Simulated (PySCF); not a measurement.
Rock-salt MgS: correlation energy from several methods in one and the same small orbital space (PySCF; 2 atoms at the zone centre, 8 electrons in 21 orbitals, empty ones MP2 natural orbitals of a TZ basis, lattice constant set to 5.2033 Å). It tests the methods against each other and lies far from the crystal's limit.

Full CI gives -2.6760 eV per atom.

What share of it do MP2, CCSD, CCSD(T), CCSDT, CCSDT(Q) recover?

MP2 75.7 %; CCSD 97.0 %; CCSD(T) 99.3 %; CCSDT 99.8 %; CCSDT(Q) 100.0 %.

```tsv
method	E_corr (eV per atom)	share of full CI (%)	error (meV)
MP2	-2.0245	75.7	651
CCSD	-2.5948	97.0	81
CCSD(T)	-2.6579	99.3	18
CCSDT	-2.6701	99.8	6
CCSDT(Q)	-2.6746	100.0	1
full CI	-2.6760	100.0	0
```

The Hartree–Fock determinant has a weight of 0.88 in the full CI state.

MP2, (T) and (Q) use filled levels shifted down by the Madelung term, which in so small a cell is a large part of the gap, so these rows hang on it.
